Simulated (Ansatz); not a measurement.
Basis-set extrapolation for H₆N₃P, SMILES `NP(N)N` (PBE0-D4/def2-TZVP geometry, frozen core, Ansatz 0.2.0). Multiplicity 1, RHF reference.

```tsv
	def2-TZVPP	def2-QZVPP
HF	-507.707882	-507.726994
MP2 correlation	-0.799317	-0.859306
CCSD(T) correlation	-0.864177	not run
```

Energies in hartree. Use E(X) = E(∞) + A·exp(−7.88·√X) for Hartree–Fock and E(X) = E(∞) + B·X^(−2.97) for correlation, with X = 3 and 4, and add CCSD(T) minus MP2 of the smaller set to the MP2 limit.

**Question.** What is the CCSD(T) energy at the basis-set limit?

**Answer.** HF limit: -507.726994 + (-0.019112) × 0.13774 = -507.72963. MP2 limit: -0.859306 + (-0.059989) × 0.74074 = -0.90374. Higher-order term: -0.864177 − (-0.799317) = -0.06486. Total: -508.69823 hartree, 331.3 kJ/mol below CCSD(T)/def2-TZVPP.
